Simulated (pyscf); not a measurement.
H₂Si=P–Ga (SMILES [SiH2]=[P][Ga]) [singlet] + H₂ (SMILES [H][H]) -> H₃Si–PH–Ga (SMILES [SiH3][PH][Ga]) [singlet], an addition across a multiple bond or ene-type step (singlet surface; H–H broken, H–P, H–Si formed). Optimised with ωB97X-D3(BJ)/def2-SVP in PySCF. Energies in eV from the separated reactants.

Small-basis levels: PySCF, no dispersion term, spherical d functions. AM1 to PM7: differences of heats of formation from MOPAC, which are fitted to 298 K values and so differ in kind from electronic energies by zero-point and thermal terms. GFN2-xTB: tblite. Cost: rough CPU time at the saddle relative to B3LYP/6-31G*+LANL2DZ, from one job on a shared machine.

| level | barrier | reaction energy | cost |
|---|---|---|---|
| HF/6-31G*+LANL2DZ | 1.91 | -1.63 | 0.1 |
| MP2/6-31G*+LANL2DZ | 1.71 | -1.05 | 0.1 |
| SVWN5/6-31G*+LANL2DZ | 0.66 | -1.57 | 1.0 |
| BP86/6-31G*+LANL2DZ | 1.08 | -1.24 | 1 |
| B3LYP/LANL2DZ | 1.27 | -1.17 | 0.6 |
| B3LYP/6-31G*+LANL2DZ | 1.29 | -1.31 | 1 |
| M06-2X/6-31G*+LANL2DZ | 1.31 | -1.40 | 2 |
| B3LYP/6-311+G**+LANL2DZ | 1.17 | -1.30 | 2 |
| PBE/def2-SVP | 0.84 | -1.37 | 2 |
| GFN2-xTB | 0.23 | -1.83 | under 0.02 |
| PM3 | 1.66 | -0.65 | under 0.02 |
| PM6 | 5.62 | +1.48 | under 0.02 |
| ωB97M-D3(BJ)/def2-TZVP | 1.20 | -1.47 | – |

Against the last row the barrier runs from -0.97 (GFN2-xTB) to +4.42 eV (PM6). ωB97M-D3(BJ)/def2-TZVP has limits of its own. At the saddle there is also a short Ga–H contact that neither side keeps, so another atom assists the step. This is the saddle that the search found; another between the same sides may lie lower. In the def2 sets elements up to Kr have no core potential.
